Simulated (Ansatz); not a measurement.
## Match the barriers

Saddle point of Si$_{2}$NH$_{9}$, closed shell (SiNH₅ ([NH2][SiH3]) + SiH₄ → Si₂H₆ ([SiH3][SiH3]) + NH₃; bonds formed: Si1–Si7, N2–H6; bonds broken: Si1–N2, H6–Si7), PBE0-D4/def2-TZVP structure:

Si1  (-1.224, 0.270, 0.521)
N2  (-0.077, -1.072, 1.135)
H3  (-1.820, -0.068, -0.783)
H4  (-2.289, 0.039, 1.554)
H5  (-0.713, 1.633, 0.749)
H6  (0.664, -0.845, 0.352)
Si7  (1.188, 0.502, -1.309)
H8  (0.287, -0.915, 2.073)
H9  (-0.461, -2.014, 1.079)
H10  (2.358, 1.356, -0.896)
H11  (1.760, -0.361, -2.403)
H12  (0.326, 1.475, -2.072)
(Å)

Computed with Ansatz 0.2.0 (basis: def2-TZVPP, with def2-QZVPP for the basis limit); correlated methods freeze the cores. Extrapolation: Hartree–Fock as exp(−7.88 √X), correlation as X^−2.97. Four methods, as single points on the PBE0-D4 structures, gave these electronic barriers from the start structure: 1.439, 1.892, 2.273, 2.889 eV.

Task: The methods were, in alphabetical order, HF, MP2, PBE0-D4, SPW92. Which gave which? (A judgement: the text doesn't fix the answer.)

Result: By the calculation: SPW92 1.439; PBE0-D4 1.892; MP2 2.273; HF 2.889 eV. For comparison, CCSD(T) at an estimated basis limit (MP2 extrapolated from triple and quadruple zeta, plus CCSD(T) − MP2 in triple zeta) gives 2.232 eV.

The T1 diagnostic stays at or below 0.013.

Labels in which every atom is bracketed show which atoms are joined, not bond orders.

For scale, one of the runs: CCSD(T)/def2-TZVPP, 241 basis functions, launched by `ansatz run in.yaml --threads 4 --pin off --events-out ev --progress --plain --max-ram 9574MiB`. The run took 57 s on 4 CPU threads of an Arm Neoverse V2 (shared host), with 4.3 GiB of host memory at its peak.
